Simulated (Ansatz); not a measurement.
# C4H5FS: the cost of one run

All numbers below are computed with Ansatz 0.2.0 (RKS revPBE-D4/STO-3G).

## (1) The structure to begin with

Bond lengths: C1–C2 1.337 Å, C2–C3 1.496 Å, C3–S4 1.758 Å, C2–C5 1.486 Å, C5–F6 1.364 Å, C1–H7 1.064 Å, C1–H8 1.097 Å, C3–H9 1.037 Å, C5–H10 1.094 Å, C5–H11 1.115 Å. Angles (14 of 15 angles, heavy atoms first): C1–C2–C3 116.5°, C1–C2–C5 122.9°, C3–C2–C5 120.5°, C2–C3–S4 125.2°, C2–C5–F6 111.9°, C2–C1–H7 120.9°, C2–C1–H8 119.6°, C2–C3–H9 115.6°, S4–C3–H9 119.1°, C2–C5–H10 113.7°, C2–C5–H11 112.2°, F6–C5–H10 105.9°, F6–C5–H11 104.0°, H7–C1–H8 118.9°.

As a file:

```xyz
11

C    -0.9784   -1.0763   -0.3526
C    -0.1093   -0.0863   -0.1242
C     0.3194    0.7125   -1.3146
S     1.5580    1.9603   -1.3060
C     0.4646    0.1920    1.2185
F    -0.0766   -0.6102    2.1792
H    -1.3802   -1.6471    0.4501
H    -1.3937   -1.2116   -1.3585
H    -0.1201    0.4453   -2.2148
H     1.5466    0.0390    1.2750
H     0.2351    1.2254    1.5686
```

## (2) Preparing the start

input.yaml reads:

```yaml
crystal:
  periodic: [false, false, false]
  atoms:
    - { symbol: C, position_ang: [-0.9784, -1.0763, -0.3526] }
    - { symbol: C, position_ang: [-0.1093, -0.0863, -0.1242] }
    - { symbol: C, position_ang: [0.3194, 0.7125, -1.3146] }
    - { symbol: S, position_ang: [1.558, 1.9603, -1.306] }
    - { symbol: C, position_ang: [0.4646, 0.192, 1.2185] }
    - { symbol: F, position_ang: [-0.0766, -0.6102, 2.1792] }
    - { symbol: H, position_ang: [-1.3802, -1.6471, 0.4501] }
    - { symbol: H, position_ang: [-1.3937, -1.2116, -1.3585] }
    - { symbol: H, position_ang: [-0.1201, 0.4453, -2.2148] }
    - { symbol: H, position_ang: [1.5466, 0.039, 1.275] }
    - { symbol: H, position_ang: [0.2351, 1.2254, 1.5686] }
basis:
  gaussian: { orbitals: STO-3G }
hamiltonian:
  xc: revpbe
  dispersion: d4
relax:
  f_tol: 0.02
  max_steps: 40
scf:
  lower_state_search: "off"
```

Command:

```console
$ ansatz run input.yaml --threads 1 --pin off --max-ram 2048MiB --backend cpu --events-out ev --progress --plain --runs-dir out
```

What time and memory should one allow on 1 thread of Intel Xeon 6975P-C (Granite Rapids), shared host?

About 12 s, with a peak of 0.13 GiB.
